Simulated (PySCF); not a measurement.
Homolysis of single bonds, series Ga Cl-OH. All species are isolated molecules in the gas phase. One relaxed conformer stands for each flexible species; it need not be the lowest. Strings in code marks are SMILES.

These are PBE0-D4/def2-TZVP run with PySCF values and carry that method's errors. All candidates: neutral, multiplicity 2. 

```json
{
  "dipole_moment": "0.00 D",
  "highest_occupied_spin_orbital": "-9.54 eV"
}
```

Say which member has these values.
(A) `[Cl]`
(B) `[Cl][Ga][Cl]`
(C) `[OH]`

A, `[Cl]`. The others give `[Cl][Ga][Cl]`: 1.76 D, -7.08 eV; `[OH]`: 1.77 D, -9.09 eV
